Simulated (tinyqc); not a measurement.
Inside a calculation. Method: UKS/LDA (PW92) in the sto-3g basis, for BH, spin multiplicity 3. One step of it, computed by the program tinyqc.

Question. Iteration 2: DIIS coefficients. Solve [B -1; -1 0][c; lambda] = [0; -1] for the coefficients, which sum to one.

B (overlaps of the stored error matrices):
```
,1,2
1,1.6538429e-01,-8.6697692e-02
2,-8.6697692e-02,8.3753161e-02
```

Give: DIIS coefficients.

Answer.

DIIS coefficients: 0.403  0.597
